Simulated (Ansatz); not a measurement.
```yaml
crystal:
  periodic: [false, false, false]
  atoms:
    - {symbol: O, position_ang: [-0.353780, 0.942536, -0.087866]}
    - {symbol: O, position_ang: [-0.245094, -0.358907, -0.172684]}
    - {symbol: H, position_ang: [0.598874, -0.583629, 0.260550]}
basis:
  gaussian: {orbitals: def2-TZVP}
total_charge: 1
hamiltonian: {xc: {name: CAM-B3LYP}, dispersion: d3bjatm}
output: {forces: true}
```

```sh
$ ansatz run in.yaml --threads 2 --pin off --events-out ev --progress --plain --max-ram 20480MiB --backend cpu
```

Output, abridged:

```
Functional definition: CAM-B3LYP
346 factors; their error is unknown
81 factors; integrals over basis functions are off by at most 3.9e-5 eV
mean field evaluation 1: about -4092.0993 eV, gradient 4.0e1 eV
mean field evaluation 2: about -4092.2183 eV, gradient 3.9e1 eV
mean field evaluation 4: about -4094.4356 eV, gradient 8.5e-1 eV
mean field evaluation 8: about -4094.4341 eV, gradient 4.3e-1 eV
mean field evaluation 16: about -4094.4343 eV, gradient 1.1e-5 eV
mean field -4094.43432090 eV, -150.4676859858 hartree, gradient 1.1e-5 eV, S^2 0.000000; 0 other end points of the search recorded, 0 dependent functions left out
reference -4094.43437437 eV, -150.4676879508 hartree; 8, 8 occupied and 60, 60 virtual orbitals, 346 factors
Total energy: -4094.44334796 eV, -150.4680177242 hartree
Atom 0 at    -0.353780     0.942536    -0.087866 Å, force     0.450336    -6.356793    -0.457996 eV/Å
Atom 1 at    -0.245094    -0.358907    -0.172684 Å, force    -1.926237     6.873963    -0.285906 eV/Å
Atom 2 at     0.598874    -0.583629     0.260550 Å, force     1.475901    -0.517170     0.743902 eV/Å
Dipole moment:     0.380256    -0.264956     0.177108 e Å
```

Hardware: 2 threads of an AMD EPYC 7R13 on a shared host. Wall time 0.9 s, peak host memory 0.13 GiB.
